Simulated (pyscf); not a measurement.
One four-centre exchange on the singlet surface with elements of a group swapped. ωB97M-D3(BJ)/def2-TZVP, kcal/mol, from the separated reactants. Structures and frequencies: ωB97X-D3(BJ)/def2-SVP in PySCF.

| step | barrier | reaction energy | imaginary mode (i cm⁻¹) |
|---|---|---|---|
| H₃Si–SeH + HF → F–SiH₂–SeH + H₂ | ? | ? | 1183 |
| H₃Si–SH + HF → F–SiH₂–SH + H₂ | 27.4 | -29.3 | 1175 |

Task: Some entries are withheld; supply them.

Result: 
- H₃Si–SeH + HF → F–SiH₂–SeH + H₂, barrier: 28.2
- H₃Si–SeH + HF → F–SiH₂–SeH + H₂, reaction energy: -28.4

Row 1: On the reactant side the descent ends in a complex, 5.7 kcal/mol under the separated species and 34.3 kcal/mol under the saddle at ωB97X-D3(BJ)/def2-TZVP. Each row is the saddle that its search found. Elements up to Kr have no core potential and no relativistic terms here.
